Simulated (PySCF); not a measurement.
Simulated P 2p region for `O=P([O-])([O-])[O-]`, binding energy against the vacuum level.

Every computed line was given a Gaussian of 1.0 eV full width at half maximum and an area set by the number of equivalent atoms (split 2:1 within a doublet); the highest printed point is 100. Computed with delta-SCF UKS SCAN, pcX-2 on the ionised atom, pcseg-1 elsewhere, spin-free X2C in PySCF 2.14.0.

| binding energy (eV) | intensity |
| --- | --- |
| 118.9 | 0 |
| 119.0 | 1 |
| 119.1 | 1 |
| 119.2 | 3 |
| 119.3 | 5 |
| 119.4 | 9 |
| 119.5 | 14 |
| 119.6 | 22 |
| 119.7 | 32 |
| 119.8 | 44 |
| 119.9 | 58 |
| 120.0 | 71 |
| 120.1 | 84 |
| 120.2 | 93 |
| 120.3 | 99 |
| 120.4 | 100 |
| 120.5 | 98 |
| 120.6 | 93 |
| 120.7 | 86 |
| 120.8 | 79 |
| 120.9 | 73 |
| 121.0 | 68 |
| 121.1 | 63 |
| 121.2 | 58 |
| 121.3 | 53 |
| 121.4 | 46 |
| 121.5 | 39 |
| 121.6 | 32 |
| 121.7 | 25 |
| 121.8 | 18 |
| 121.9 | 13 |
| 122.0 | 8 |
| 122.1 | 5 |
| 122.2 | 3 |
| 122.3 | 2 |
| 122.4 | 1 |
| 122.5 | 0 |
| 122.6 | 0 |
| 122.7 | 0 |

**Question.** Count the maxima, the lines and the sites behind this envelope.

**Answer.** The curve has 1 maximum (at 120.4 eV). Under it lie 2 lines from 1 inequivalent phosphorus site, drawn as a 2p3/2, 2p1/2 pair. At this width some lines have no maximum of their own.

**Question.** Decompose the envelope and assign each component. Numbering: `[O:1]=[P:2]([O-:3])([O-:4])[O-:5]`.

**Answer.** 
```
position (eV)  relative area     line  atoms            environment
       120.32           0.67  P 2p3/2     P2  phosphoryl phosphorus
       121.21           0.33  P 2p1/2     P2  phosphoryl phosphorus
```

**Question.** What are the centre and the root-mean-square width of the whole band?

**Answer.** The area-weighted mean of the lines is 120.62 eV. Their own spread about it is 0.42 eV (rms) and each Gaussian has σ = 1.0/2.355 = 0.42 eV; the variances add, which gives 0.60 eV.

No satellites, vibrations or lifetime broadening are included. The 2p values aren't plain energy differences: one relaxed spin-free 2p hole is combined with a matrix within the shell (ground-state 2p orbital-energy differences and spin–orbit coupling). 2p3/2, the mean of its two sublevels, lies a third of the splitting below the shell's mean and 2p1/2 two thirds above it; the statistical areas are 2:1. 2p1/2 minus 2p3/2 (ligand field included): P 0.89 eV. The species carries charge -3, so core ionisation leaves charge -2. The basis sets have no added diffuse functions. Geometry: PBE0-D3(BJ)/def2-SVP; no solvent, vibrations or thermal averaging. Whether so highly charged an anion holds all its electrons in the gas phase wasn't checked; a finite basis holds them in any case. No counter-ion or solvent screens the charge of this multiply charged ion. The geometry's basis has no diffuse functions, a weakness for an anion.

On Intel Xeon 6975P-C, one thread, on a shared host, this took 4.1 s and 0.50 GiB of memory at its peak.
